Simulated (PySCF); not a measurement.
Delta-SCF ions had no search for a lower state. Excitations are Tamm–Dancoff values on a coarser integration grid. The basis has no diffuse functions, so Rydberg states are missing or too high.

Cartesian coordinates (Å):
```xyz
6

C     -0.4866     0.0045     0.0092
C      0.9659    -0.0089    -0.0183
N      2.1224    -0.0196    -0.0402
H     -0.8888    -0.5690    -0.8382
H     -0.8538    -0.4438     0.9435
H     -0.8591     1.0368    -0.0560
```
Charge 0, multiplicity 1.

**Question.** Predict the total energy, dipole moment, S1 excitation (TDA), HOMO–LUMO gap, vertical ionisation energy (Delta-SCF), LUMO and HOMO from TPSSh-D3(BJ)/def2-TZVP // PBE0-D3(BJ)/def2-SVP (PySCF).

**Answer.** 
```yaml
total_energy: -132.8145 Ha
dipole_moment: 3.97 D
S1 excitation (TDA): 8.00 eV
HOMO–LUMO gap: 9.01 eV
vertical ionisation energy (Delta-SCF): 12.05 eV
LUMO: 0.35 eV
HOMO: -8.65 eV
```
